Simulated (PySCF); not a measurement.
Species: C₅H₁₂O.
Atom-mapped SMILES: `[CH3:1][C:2]([CH3:3])([CH3:4])[CH2:5][OH:6]` (hydrogens: H7, H8, H9 on C1; H10, H11, H12 on C3; H13, H14, H15 on C4; H16, H17 on C5; H18 on O6)

Computed, not measured: TDDFT B3LYP/def2-SVPD, vertical, gas phase, core orbitals frozen in the response in PySCF 2.14.0, density-fitted response routines. The structure is a single GFN2-xTB conformer in the gas phase; no vibrational or solvent corrections. Torsions of this conformer, `[CH3:1][C:2]([CH3:3])([CH3:4])[CH2:5][OH:6]`: C1–C2–C5–O6 61°, H–O6–C5–C2 -61°.

Computed singlets with f of 0.002 or more:

```json
{"state": "S2", "λ (nm)": "167.0", "f": "0.026"}
{"state": "S3", "λ (nm)": "155.5", "f": "0.0057"}
{"state": "S4", "λ (nm)": "154.5", "f": "0.019"}
{"state": "S5", "λ (nm)": "153.6", "f": "0.011"}
{"state": "S6", "λ (nm)": "147.6", "f": "0.044"}
{"state": "S7", "λ (nm)": "145.7", "f": "0.072"}
{"state": "S8", "λ (nm)": "144.9", "f": "0.0064"}
```

Q: Give A, τ, |μ| and ∫σ dE for each state.

A: A / s⁻¹ = 0.6670 f (ν̃ / cm⁻¹)² and τ = 1/A in vacuum; |μ| follows from f = (2/3) ΔE |μ|² (atomic units, 1 au = 2.5417 D); ∫σ dE = 109.76 f Mb·eV.

```
state  A (s⁻¹)       τ  |μ| (D)  ∫σ dE (Mb·eV)
   S2  6.3×10⁷   16 ns     0.96            2.9
   S3  1.6×10⁷   63 ns     0.44           0.63
   S4  5.3×10⁷   19 ns     0.79            2.1
   S5  3.2×10⁷   31 ns     0.61            1.2
   S6  1.3×10⁸  7.5 ns     1.17            4.8
   S7  2.3×10⁸  4.4 ns     1.49            7.9
   S8  2.0×10⁷   50 ns     0.44            0.7
```

Leading configurations: S2 H→L+1 (90%); S3 H-1→L (94%); S4 H→L+3 (48%); S5 H→L+2 (48%); S6 H-2→L (99%); S7 H-3→L (66%); S8 H→L+4 (78%) (H = HOMO, L = LUMO).

Only emission to the ground state at the vertical energy is counted.

Q: What is the integrated cross-section of all computed states together?

A: Σf = 0.185 over S1 to S8, so 109.76 × Σf ≈ 20.3 Mb·eV.

Q: Suppose S2 emitted 0.3 eV lower with the same transition dipole. How would A change?

A: At fixed |μ|, A goes as the cube of the energy: (7.13/7.43)³ = 0.88, which makes τ about 18 ns.

Q: How much energy does a mole of photons resonant with S7 carry?

A: 8.507 eV × 96.485 = 821 kJ/mol (196 kcal/mol).

The run took 35 s on Arm Neoverse V2, one thread, shared host.
